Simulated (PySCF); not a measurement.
Gas-phase reaction: 4 CH₃SiH + C₄H₈ (cyclic) → 4 (CH₃)₂Si. Level: PBE0/def2-TZVP; standard pressure 1 bar.

Method: PySCF energies plus ideal-gas RRHO corrections (1 bar). All species are closed-shell singlets. No R ln 2 is added for the mirror-image form of (CH₃)₂Si. CH₃SiH, (CH₃)₂Si: computed as isolated molecules; such fragments, hydroxides, amides, oligomers or adducts are transient or little studied in the gas. The harmonic model lacks anharmonicity and excited electronic states, which grow with temperature; levels with a mode under 35 cm⁻¹ are left out. Internal rotation in CH₃SiH, (CH₃)₂Si is treated as a harmonic vibration of one conformer, which makes the entropy rough.

```
T (K)  1000/T (1/K)  log10 K
-----  ------------  -------
500          2.0000    22.71
600          1.6667    18.04
800          1.2500        ?
1000         1.0000     8.84
1200         0.8333     6.58
1400         0.7143     4.97
```

Q: Fit log10 K = a + b·(1000/T) to the five rows, get the mean ΔH° and ΔS°, and predict log10 K at 800 K.

A: Means: 1000/T = 1.2429, log10 K = 12.228. Sums of products about the means: Sxy = 17.37199, Sxx = 1.258997, so b = Sxy/Sxx = 13.80 and a = 12.228 − (13.80)×1.2429 = -4.92.
ΔH° = −R ln 10 × 1000 K × b = −19.145 × (13.80) = -264 kJ; ΔS° = R ln 10 × a = -94 J/K. The run's own values go from -269 kJ and -104 J/K at 500 K to -257 kJ and -88 J/K at 1400 K.
Prediction at 800 K: -4.92 + (13.80)×1.2500 = 12.33. The computed value is 12.27, 0.06 from the line.
For scale, ΔH°(298 K) is -275 kJ at this level, -279 kJ at ωB97M-V/def2-TZVP†, and runs from -300 to -51 kJ over the 19 levels computed († marks an energy on the PBE0/def2-TZVP geometry).
